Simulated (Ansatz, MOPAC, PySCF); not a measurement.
Gas-phase reaction in SMILES: [H]/[C]=C/O -> [CH2]C=O

Quantity: isomerisation energy (enthalpy at 298 K), in kcal/mol. Conventions: no spin-orbit coupling; six Cartesian d functions in 6-31G* and its kin unless marked 5d; open shells spin-unrestricted; 6-311+G** with 5d; dispersion terms only where a functional's name holds one; non-relativistic; frozen cores in correlated levels. First-principles rows: single points at B3LYP-D3(BJ) geometries (Ansatz, a program for electronic structure), with unscaled harmonic terms from B3LYP/6-31G* (Ansatz) at its own minima. Semi-empirical rows: MOPAC heats of formation at their own minima for 298 K. A UHF reference is markedly spin-contaminated in at least one set, which strains HF and MP2.

```json
[
 {"level": "AM1", "program": "MOPAC", "isomerisation energy (enthalpy at 298 K) (kcal/mol)": "-22.2"},
 {"level": "PM3", "program": "MOPAC", "isomerisation energy (enthalpy at 298 K) (kcal/mol)": "-23.8"},
 {"level": "MNDO", "program": "MOPAC", "isomerisation energy (enthalpy at 298 K) (kcal/mol)": "-22.8"},
 {"level": "HF/STO-3G", "program": "Ansatz", "isomerisation energy (enthalpy at 298 K) (kcal/mol)": "-42.8"},
 {"level": "HF/6-311+G**", "program": "Ansatz", "isomerisation energy (enthalpy at 298 K) (kcal/mol)": "-31.9"},
 {"level": "SVWN5/6-31G*", "program": "Ansatz", "isomerisation energy (enthalpy at 298 K) (kcal/mol)": "-31.4"},
 {"level": "B3LYP/6-31G**", "program": "Ansatz", "isomerisation energy (enthalpy at 298 K) (kcal/mol)": "-32.3"},
 {"level": "MP2/6-311+G**", "program": "Ansatz", "isomerisation energy (enthalpy at 298 K) (kcal/mol)": "-25.6"},
 {"level": "B3PW91/6-31G* (5d)", "program": "PySCF", "isomerisation energy (enthalpy at 298 K) (kcal/mol)": "-34.2"},
 {"level": "B3LYP/def2-TZVPD", "program": "Ansatz", "isomerisation energy (enthalpy at 298 K) (kcal/mol)": "-29.7"},
 {"level": "PBE0/def2-TZVPD", "program": "Ansatz", "isomerisation energy (enthalpy at 298 K) (kcal/mol)": "-28.6"},
 {"level": "wB97M-V/def2-TZVPD", "program": "Ansatz", "isomerisation energy (enthalpy at 298 K) (kcal/mol)": "-28.9"}
]
```

No value to compare with is used here. The 9 habitual levels span -42.8 (HF/STO-3G) to -22.2 kcal/mol (AM1); PBE0/def2-TZVPD gives -28.6.

The levels are drawn from those run, B3LYP/6-31G* more often than the rest, none by its result; left out are runs that failed, that the program found above a lower state of the same kind, or whose <S^2> lies over 0.5 above the pure value.
